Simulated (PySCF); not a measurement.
Gas-phase reaction: 3 Al + 4 C₃H₈ = 3 Al(CH₃)₃ + C₃H₅ (allyl)

Method: PySCF energies plus ideal-gas RRHO corrections (1 bar). † marks an energy on the PBE0/def2-TZVP geometry and frequencies. CCSD(T) freezes the core. Open shells (unrestricted): Al (multiplicity 2), C₃H₅ (allyl) (multiplicity 2); the rest are closed-shell singlets. Spin-orbit splitting is ignored; it lowers the true energy and changes the entropy of Al. CCSD(T) isn't extrapolated to the basis-set limit. Warning, spin contamination: C₃H₅ (allyl) (CCSD(T)/def2-SVP†).

BLYP/def2-TZVP† gives ΔH°(298 K) = -570 kJ.

### Question
What do CCSD(T)/def2-SVP†, r2SCAN/def2-TZVP†, M06-2X/def2-TZVP† give?

### Answer
CCSD(T)/def2-SVP†: -443 kJ; r2SCAN/def2-TZVP†: -656 kJ; M06-2X/def2-TZVP†: -615 kJ. For scale, ΔH°(298 K) is -570 kJ at this level, -611 kJ at ωB97M-V/def2-TZVP†, and runs from -656 to -370 kJ over the 18 levels computed.
